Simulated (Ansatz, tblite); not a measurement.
# The cluster Fe₃: rung by rung

How do method and basis change the picture of the cluster Fe₃ (multiplicity 9)?

Program: Ansatz 0.2.0, Gaussian basis. Level of theory: as each input shows. These are calculated values, not measurements.

Plan: GFN1-xTB, GFN2-xTB, PBE-D4/def2-TZVP, r2SCAN-D4/def2-TZVP, B97M-V/def2-TZVP, revPBE-D4/def2-TZVP, ωB97X-V/def2-TZVP, LDA/def2-TZVP, BLYP-D4/def2-TZVP, PBE+5HF/def2-TZVP, PBE+10HF/def2-TZVP, PBE+15HF/def2-TZVP, PBE+35HF/def2-TZVP, PBE+50HF/def2-TZVP, PBE-D4/def2-SVP, PBE0-D4/def2-SVP, HF/STO-3G, PBE0-D4/def2-TZVPD, PBE-D4/def2-TZVPD, r2SCAN-D4/def2-TZVPD, CCSD(T)/def2-SVP, MP2/def2-TZVP, RPA/def2-TZVP.

2 further runs of the same task are left out: 1 that didn't finish, 1 set aside as unsound or not needed. Runs told in other sessions of the task aren't counted.

**1. The structure**

The geometry is that of the multiplicity 9, from an earlier relaxation (PBE-D4/def2-TZVP). At that level it is the lowest of the isomers that a small search found.

3 atoms, charge 0, spin multiplicity 9.

Bond lengths: Fe1–Fe2 2.188 Å, Fe1–Fe3 2.188 Å, Fe2–Fe3 2.188 Å. Angles: Fe2–Fe1–Fe3 60.0°, Fe1–Fe2–Fe3 60.0°, Fe1–Fe3–Fe2 60.0°.

No spin-orbit coupling is included.

PBE0-D4/def2-TZVP was run before; its log isn't repeated, and its numbers join the tables.

**2. GFN1-xTB**

Tight binding, by tblite at 300 K electronic temperature and without a spin-polarisation term:

```python
tblite.interface.Calculator('GFN1-xTB', numbers, positions, charge=0, uhf=8).singlepoint()
```

Energy -237.2577 eV; 0.002 s.

**3. GFN2-xTB**

Tight binding, by tblite at 300 K electronic temperature and without a spin-polarisation term:

```python
tblite.interface.Calculator('GFN2-xTB', numbers, positions, charge=0, uhf=8).singlepoint()
```

Energy -242.9146 eV; 0.003 s.

**4. PBE-D4/def2-TZVP**

start.molden holds the orbitals of an earlier run on this state, given as this run's starting guess.

Contents of in.yaml:

```yaml
crystal:
  periodic: [false, false, false]
  atoms:
    - {symbol: Fe, position_ang: [0.211078, 1.154437, -0.467707]}
    - {symbol: Fe, position_ang: [0.961346, -0.805473, 0.151984]}
    - {symbol: Fe, position_ang: [-1.172424, -0.348964, 0.315724]}
basis:
  gaussian: {orbitals: def2-TZVP, initial_orbitals: start.molden}
magnetization: {spin_polarized: true, initial_magnetization: 8}
hamiltonian: {xc: pbe, dispersion: d4}
scf: {omitted_lower_state_checks: [starts]}
output: {orbitals: {seedname: orbitals}}
```

The run is started by

```bash
$ ansatz run in.yaml --threads 4 --pin off --events-out ev --progress --plain --max-ram 3916MiB
```

The runs that follow: r2SCAN-D4/def2-TZVP; B97M-V/def2-TZVP; revPBE-D4/def2-TZVP; ωB97X-V/def2-TZVP; LDA/def2-TZVP; BLYP-D4/def2-TZVP; PBE+5HF/def2-TZVP; PBE+10HF/def2-TZVP; PBE+15HF/def2-TZVP; PBE+35HF/def2-TZVP; PBE+50HF/def2-TZVP; PBE-D4/def2-SVP; PBE0-D4/def2-SVP; HF/STO-3G; PBE0-D4/def2-TZVPD; PBE-D4/def2-TZVPD; r2SCAN-D4/def2-TZVPD; CCSD(T)/def2-SVP; MP2/def2-TZVP; RPA/def2-TZVP.

Q: Predict the results of all the runs planned. Wanted: gap in def2-TZVP, named functionals, smallest and largest; correlation energy, CCSD(T)/def2-SVP; correlation energy, MP2/def2-TZVP; binding an atom, functionals in def2-TZVP; ⟨S²⟩ in def2-TZVP, named functionals, smallest and largest; PBE0 total energy, smallest basis above largest.

**Answer**, as computed:

```
                                                  quantity                             value
 gap in def2-TZVP, named functionals, smallest and largest  0.00 eV (LDA), 4.76 eV (ωB97X-V)
                      correlation energy, CCSD(T)/def2-SVP                         -26.15 eV
                         correlation energy, MP2/def2-TZVP                         -36.22 eV
                 binding an atom, functionals in def2-TZVP   0.35 (ωB97X-V) to 2.38 eV (LDA)
⟨S²⟩ in def2-TZVP, named functionals, smallest and largest                    20.162, 21.320
           PBE0 total energy, smallest basis above largest   15.09 eV (def2-SVP, def2-TZVPD)
```

Over the named functionals in def2-TZVP the gap runs from 0.00 eV (LDA) to 4.76 eV (ωB97X-V); exact exchange widens it. PBE-D4, revPBE-D4, BLYP-D4, r2SCAN-D4, B97M-V leave an empty level below a filled one, so this occupation isn't an aufbau state there; left out of the range. Over the named functionals in def2-TZVP spin contamination reaches 1.32 (PBE0-D4), so some levels may describe another state. Notes on CCSD(T)/def2-SVP: large T1 diagnostic, spin contamination, state flagged by the program.
